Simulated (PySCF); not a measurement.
# SiS+: bond curves at several levels of theory, part 2 of 2

PySCF 2.14.0; Si x2c-SVPall, S x2c-SVPall; spin-free X2C with a Gaussian nucleus.

### 11 LC-ωPBE (range-separated hybrid)

Log of the SCF at 2.091 Å:

```text
******** <class 'pyscf.dft.uks_symm.SymAdaptedUKS'> ********
method = SymAdaptedUKS
initial guess = minao
damping factor = 0
level_shift factor = 0
DIIS = <class 'pyscf.scf.diis.CDIIS'>
diis_start_cycle = 1
diis_space = 10
diis_damp = 0
SCF conv_tol = 1e-09
SCF conv_tol_grad = None
SCF max_cycles = 60
direct_scf = False
max_memory 909 MB (current use 275 MB)
number electrons alpha = 15  beta = 14
XC library pyscf.dft.libxc version 7.0.0
    S. Lehtola, C. Steigemann, M. J.T. Oliveira, and M. A.L. Marques.,  SoftwareX 7, 1–5 (2018)
XC functionals = LC_WPBE
    O. A. Vydrov and G. E. Scuseria.,  J. Chem. Phys. 125, 234109 (2006)
small_rho_cutoff = 0
Set gradient conv threshold to 3.16228e-05
init E= -688.541565746899
cycle= 1 E= -688.54326405992  delta_E= -0.0017  |g|= 0.0135  |ddm|= 0.0808
cycle= 2 E= -688.543429389225  delta_E= -0.000165  |g|= 0.00617  |ddm|= 0.0377
cycle= 3 E= -688.543470105911  delta_E= -4.07e-05  |g|= 0.00276  |ddm|= 0.0112
cycle= 4 E= -688.5434811067  delta_E= -1.1e-05  |g|= 0.000595  |ddm|= 0.00812
cycle= 5 E= -688.543482181826  delta_E= -1.08e-06  |g|= 0.000194  |ddm|= 0.0024
cycle= 6 E= -688.5434823363  delta_E= -1.54e-07  |g|= 7.1e-05  |ddm|= 0.00096
cycle= 7 E= -688.543482343872  delta_E= -7.57e-09  |g|= 3.96e-05  |ddm|= 0.000356
cycle= 8 E= -688.543482358065  delta_E= -1.42e-08  |g|= 9.59e-06  |ddm|= 0.000354
cycle= 9 E= -688.54348235859  delta_E= -5.25e-10  |g|= 3.68e-06  |ddm|= 6.75e-05
Extra cycle  E= -688.543482358624  delta_E= -3.41e-11  |g|= 2.37e-06  |ddm|= 1.06e-05
converged SCF energy = -688.543482358624  <S^2> = 0.75479475  2S+1 = 2.004789
```

Re = 2.056 Å, ωe = 637 cm⁻¹, ωexe = 2.02 cm⁻¹, αe = 0.00126 cm⁻¹, Be = 0.2672 cm⁻¹, De = 3.64 eV, μ = -2.81 D. 7.1 s of CPU time for 12 points, integrals apart.

### 12 UHF (mean field)

Log of the SCF at 2.091 Å:

```text
******** <class 'pyscf.scf.uhf_symm.SymAdaptedUHF'> ********
method = SymAdaptedUHF
initial guess = minao
damping factor = 0
level_shift factor = 0
DIIS = <class 'pyscf.scf.diis.CDIIS'>
diis_start_cycle = 1
diis_space = 10
diis_damp = 0
SCF conv_tol = 1e-09
SCF conv_tol_grad = None
SCF max_cycles = 60
direct_scf = False
max_memory 909 MB (current use 275 MB)
number electrons alpha = 15  beta = 14
Overwritten attributes  get_occ get_j get_k get_jk get_hcore  of <class 'pyscf.scf.uhf_symm.SymAdaptedUHF'>
<class 'pyscf.scf.uhf_symm.SymAdaptedUHF'> does not have attributes  refdm
Set gradient conv threshold to 3.16228e-05
init E= -687.576829099042
cycle= 1 E= -687.586156745067  delta_E= -0.00933  |g|= 0.0249  |ddm|= 0.158
cycle= 2 E= -687.586872764814  delta_E= -0.000716  |g|= 0.00865  |ddm|= 0.0499
cycle= 3 E= -687.587026394937  delta_E= -0.000154  |g|= 0.00478  |ddm|= 0.0218
cycle= 4 E= -687.587067946779  delta_E= -4.16e-05  |g|= 0.00157  |ddm|= 0.0136
cycle= 5 E= -687.587075773242  delta_E= -7.83e-06  |g|= 0.00048  |ddm|= 0.00613
cycle= 6 E= -687.587076600117  delta_E= -8.27e-07  |g|= 0.000255  |ddm|= 0.00175
cycle= 7 E= -687.58707691836  delta_E= -3.18e-07  |g|= 0.000184  |ddm|= 0.000897
cycle= 8 E= -687.587077263426  delta_E= -3.45e-07  |g|= 4.43e-05  |ddm|= 0.00191
cycle= 9 E= -687.587077277562  delta_E= -1.41e-08  |g|= 1.09e-05  |ddm|= 0.000417
cycle= 10 E= -687.587077277941  delta_E= -3.79e-10  |g|= 3.08e-06  |ddm|= 4.82e-05
Extra cycle  E= -687.587077277964  delta_E= -2.23e-11  |g|= 1.87e-06  |ddm|= 6.63e-06
converged SCF energy = -687.587077277964  <S^2> = 0.76150937  2S+1 = 2.0114764
```

Re = 2.069 Å, ωe = 624 cm⁻¹, ωexe = 2.20 cm⁻¹, αe = 0.00132 cm⁻¹, Be = 0.2639 cm⁻¹, De = 2.31 eV, μ = -3.15 D. 0.82 s of CPU time for 12 points, integrals apart.

### 13 Adding correlation

Reference: UHF; core orbitals frozen: 10.

Output of the coupled-cluster run at 2.091 Å:

```text
******** <class 'pyscf.cc.uccsd.UCCSD'> ********
CC2 = 0
CCSD nocc = (np.int64(5), np.int64(4)), nmo = (26, 26)
frozen orbitals [[0, 1, 2, 3, 4, 5, 6, 7, 8, 9], [0, 1, 2, 3, 4, 5, 6, 7, 8, 9]]
max_cycle = 80
direct = 0
conv_tol = 1e-07
conv_tol_normt = 1e-05
diis_space = 8
diis_start_cycle = 0
diis_start_energy_diff = 1e+09
max_memory 909 MB (current use 283 MB)
Init t2, MP2 energy = -0.160261550303495
Init E_corr(UCCSD) = -0.160261550309007
cycle = 1  E_corr(UCCSD) = -0.180722193715891  dE = -0.0204606434  norm(t1,t2) = 0.0860772
cycle = 2  E_corr(UCCSD) = -0.18806512722527  dE = -0.00734293351  norm(t1,t2) = 0.0324126
cycle = 3  E_corr(UCCSD) = -0.190791201923406  dE = -0.0027260747  norm(t1,t2) = 0.0194441
cycle = 4  E_corr(UCCSD) = -0.192358910720306  dE = -0.0015677088  norm(t1,t2) = 0.00764692
cycle = 5  E_corr(UCCSD) = -0.192139744368564  dE = 0.000219166352  norm(t1,t2) = 0.00329327
cycle = 6  E_corr(UCCSD) = -0.192188162795987  dE = -4.84184274e-05  norm(t1,t2) = 0.00092481
cycle = 7  E_corr(UCCSD) = -0.192185888794409  dE = 2.27400158e-06  norm(t1,t2) = 0.000362471
cycle = 8  E_corr(UCCSD) = -0.192182001974752  dE = 3.88681966e-06  norm(t1,t2) = 0.000187187
cycle = 9  E_corr(UCCSD) = -0.192186201564642  dE = -4.19958989e-06  norm(t1,t2) = 8.05696e-05
cycle = 10  E_corr(UCCSD) = -0.192185610338312  dE = 5.9122633e-07  norm(t1,t2) = 3.0892e-05
cycle = 11  E_corr(UCCSD) = -0.192185480935769  dE = 1.29402543e-07  norm(t1,t2) = 1.19802e-05
cycle = 12  E_corr(UCCSD) = -0.192185494046168  dE = -1.31103983e-08  norm(t1,t2) = 5.72657e-06
UCCSD converged
E(UCCSD) = -687.7792627720097  E_corr = -0.1921854940461676
UCCSD(T) correction = -0.00762848872802731
```

Correlation energy (eV) along the bond:

| R (Å) | MP2 | SCS-MP2 | CCSD | CCSD(T) | T1 |
| --- | --- | --- | --- | --- | --- |
| 1.798 | -4.306 | -4.334 | n/a | n/a | n/a |
| 1.882 | -4.323 | -4.354 | -5.179 | -5.353 | 0.018 |
| 1.966 | -4.339 | -4.372 | -5.199 | -5.385 | 0.021 |
| 2.028 | -4.350 | -4.385 | -5.214 | -5.410 | 0.023 |
| 2.091 | -4.361 | -4.399 | -5.230 | -5.437 | 0.026 |
| 2.154 | -4.371 | -4.411 | -5.245 | -5.466 | 0.029 |
| 2.237 | -4.383 | -4.428 | -5.268 | -5.506 | 0.033 |
| 2.342 | -4.396 | -4.447 | -5.298 | -5.563 | 0.040 |
| 2.467 | -4.396 | -4.454 | -5.338 | -5.636 | 0.051 |
| 2.635 | -4.129 | -4.193 | n/a | n/a | n/a |

UHF-MP2: Re = 2.077 Å, ωe = 616 cm⁻¹, ωexe = 2.15 cm⁻¹, αe = 0.00133 cm⁻¹, Be = 0.2619 cm⁻¹, De = 3.47 eV.

UHF-SCS-MP2: Re = 2.079 Å, ωe = 612 cm⁻¹, ωexe = 2.17 cm⁻¹, αe = 0.00134 cm⁻¹, Be = 0.2613 cm⁻¹, De = 3.39 eV.

UHF-CCSD: Re = 2.081 Å, ωe = 607 cm⁻¹, ωexe = 2.39 cm⁻¹, αe = 0.00139 cm⁻¹, Be = 0.2609 cm⁻¹, De = 3.36 eV.

UHF-CCSD(T): Re = 2.091 Å, ωe = 589 cm⁻¹, ωexe = 2.58 cm⁻¹, αe = 0.00147 cm⁻¹, Be = 0.2585 cm⁻¹, De = 3.52 eV.

### 14 The curves together

Energy (eV) from each level's lowest point:

| R (Å) | UHF | UHF-MP2 | UHF-SCS-MP2 | UHF-CCSD | UHF-CCSD(T) | PBE | revPBE | PW91 | BLYP | r²SCAN | PBE0 | LC-ωPBE |
| --- | --- | --- | --- | --- | --- | --- | --- | --- | --- | --- | --- | --- |
| 1.798 | 1.179 | 1.234 | 1.243 | n/a | n/a | 1.383 | 1.422 | 1.369 | 1.440 | 1.297 | 1.253 | 1.080 |
| 1.882 | 0.491 | 0.529 | 0.536 | 0.542 | 0.576 | 0.648 | 0.674 | 0.639 | 0.691 | 0.585 | 0.553 | 0.429 |
| 1.966 | 0.129 | 0.151 | 0.156 | 0.159 | 0.181 | 0.228 | 0.243 | 0.224 | 0.256 | 0.190 | 0.170 | 0.096 |
| 2.028 | 0.014 | 0.025 | 0.027 | 0.029 | 0.041 | 0.065 | 0.072 | 0.063 | 0.081 | 0.046 | 0.036 | 0.000 |
| 2.091 | 0.000 | 0.000 | 0.000 | 0.000 | 0.000 | 0.000 | 0.000 | 0.000 | 0.003 | 0.000 | 0.000 | 0.003 |
| 2.154 | 0.063 | 0.053 | 0.050 | 0.047 | 0.034 | 0.010 | 0.003 | 0.012 | 0.000 | 0.028 | 0.039 | 0.083 |
| 2.237 | 0.234 | 0.212 | 0.204 | 0.196 | 0.165 | 0.109 | 0.095 | 0.113 | 0.081 | 0.151 | 0.178 | 0.276 |
| 2.342 | 0.540 | 0.505 | 0.492 | 0.472 | 0.415 | 0.326 | 0.303 | 0.331 | 0.275 | 0.394 | 0.444 | 0.612 |
| 2.467 | 0.980 | 0.945 | 0.925 | 0.872 | 0.782 | 0.664 | 0.630 | 0.670 | 0.586 | 0.758 | 0.839 | 1.092 |
| 2.635 | 1.544 | 1.776 | 1.749 | n/a | n/a | 1.159 | 1.111 | 1.166 | 1.048 | 1.271 | 1.396 | 1.772 |

The whole job (state search and all levels along the bond) took 1.1 min on 1 thread of Arm Neoverse V1 (shared host), peak memory 0.43 GiB.

### 15 Results

This closing draws on all 2 parts.

Lowest PBE0 solution found, without spin–orbit coupling: ²Π (doublet), unpaired electrons π ↑. State 2 has its PBE0 minimum 0.10 eV higher. State 3 has its PBE0 minimum 2.70 eV higher. The other levels ran on the lowest alone.

| level | Re (Å) | ωe (cm⁻¹) | De (eV) | μ (D) |
| --- | --- | --- | --- | --- |
| UHF | 2.069 | 624 | 2.31 | -3.15 |
| UHF-MP2 | 2.077 | 616 | 3.47 | n/a |
| UHF-SCS-MP2 | 2.079 | 612 | 3.39 | n/a |
| UHF-CCSD | 2.081 | 607 | 3.36 | n/a |
| UHF-CCSD(T) | 2.091 | 589 | 3.52 | n/a |
| PBE | 2.112 | 561 | 4.23 | -2.57 |
| revPBE | 2.118 | 556 | 4.04 | -2.61 |
| PW91 | 2.111 | 562 | 4.26 | -2.57 |
| BLYP | 2.125 | 545 | 4.05 | -2.60 |
| r²SCAN | 2.096 | 580 | 4.04 | -2.64 |
| PBE0 | 2.087 | 595 | 3.94 | -2.73 |
| LC-ωPBE | 2.056 | 637 | 3.64 | -2.81 |

De is counted to Si+ + S in their ground configurations. A positive dipole points from Si to S; in an ion it is taken about the centre of mass and does not tell which atom is negative.

Time per point (s) on 1 thread of Arm Neoverse V1, shared host (CPU time, shared integrals of 0.052 s apart; correlated levels include their reference; CCSD comes with the CCSD(T) run); the times are rough: UHF 0.068, UHF-MP2 0.097, UHF-SCS-MP2 0.097, UHF-CCSD(T) 0.63, PBE 0.45, revPBE 0.55, PW91 0.35, BLYP 0.33, r²SCAN 0.63, PBE0 0.63, LC-ωPBE 0.6.

In words: Bond lengths run from 2.056 Å (LC-ωPBE) to 2.125 Å (BLYP). Among the levels with a De in the table, it runs from 2.31 eV (UHF) to 4.26 eV (PW91).

Correlated steps freeze 10 core orbitals. T1 is 0.026 near the minimum (highest on the curve 0.051), which may point to more than one leading configuration.
